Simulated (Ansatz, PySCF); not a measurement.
Reaction: F2 (SMILES FF) → 2 F (doublet) (the F-F bond breaks)
Each species at its own B3LYP-D3(BJ)/def2-TZVP minimum (Ansatz, a program for electronic structure).

Total energies in hartree (Ansatz). Open shells are spin-unrestricted; no spin-orbit coupling. Correlated methods leave the cores frozen. No relativity. The restricted determinant of F2 (FF, singlet) is unstable towards broken spin symmetry in at least one set run.

| species | HF/cc-pVTZ | CCSD(T)/cc-pVTZ | HF/cc-pVQZ | CCSD(T)/cc-pVQZ | CCSDT(Q)/cc-pVQZ |
|---|---|---|---|---|---|
| 1: F2 (molecular fluorine, SMILES FF) | -198.75395 | -199.29590 | -198.77020 | -199.35875 | -199.36036 |
| 2: F (doublet) | -99.40552 | -99.62036 | -99.41377 | -99.65026 | -99.65054 |

**Question.** Work out the bond dissociation energy (enthalpy at 298 K, ideal-gas terms from PySCF's Hessians at B3LYP-D3(BJ)/def2-TZVP) in kJ/mol: take Hartree-Fock from cc-pVQZ, extrapolate the CCSD(T) correlation energy as X^-3 (X = 3, 4), and add CCSDT(Q) - CCSD(T) in cc-pVQZ. The further terms named in the bracket sum to -0.00100 hartree. 1 hartree = 2625.5 kJ/mol.

**Answer.** 
Species 1: correlation (64·(-0.58855) - 27·(-0.54195))/37 = -0.62256; step -0.00161; E1 = -198.77020 + (-0.62256) + (-0.00161) = -199.39437
Species 2: correlation (64·(-0.23649) - 27·(-0.21484))/37 = -0.25229; step -0.00028; E2 = -99.41377 + (-0.25229) + (-0.00028) = -99.66634
-1·E1 +2·E2 -0.00100 = 0.06069 hartree = 159.3 kJ/mol. From measured enthalpies of formation at 298 K: 37.9 kcal/mol (Active Thermochemical Tables 1.112 (ions: stationary electron), as tabulated in the package chemicals). The calculations leave out spin-orbit terms. The composite differs from it by +0.6 kJ/mol; core, relativistic and spin-orbit terms are not in it.
